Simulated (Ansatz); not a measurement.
C₂HF₂, SMILES `[CH]=C(F)F` radical, relaxed with UKS PBE0-D4/def2-TZVP in the Gaussian-basis code of Ansatz from a PBE-D4/def2-SVP geometry. The force threshold is 0.005 eV/Å; the program also tests the step.

Total charge 0; spin multiplicity 2.

Start:

```xyz
5

C     0.692   -0.242    0.584
C    -0.196    0.270   -0.249
F    -0.158    1.505   -0.731
F    -1.262   -0.374   -0.730
H     0.924   -1.159    1.125
```

Problem. How much energy does the relaxation release, and in how many steps? (Best estimate.)

Solution. Computed: 3.00 kJ/mol, in 5 steps.

Problem. Which bonds change most? (An estimate is asked.)

Solution. Ansatz gave: C1–C2 from 1.321 to 1.301 Å; C1–H5 from 1.090 to 1.072 Å; C2–F4 from 1.334 to 1.320 Å; C2–F3 from 1.327 to 1.313 Å.

Problem. Give the relaxed structure. (Best estimate.)

Solution. Ansatz gave: 
```xyz
5

C     0.687   -0.236    0.578
C    -0.190    0.265   -0.242
F    -0.158    1.487   -0.723
F    -1.244   -0.372   -0.718
H     0.905   -1.144    1.105
```
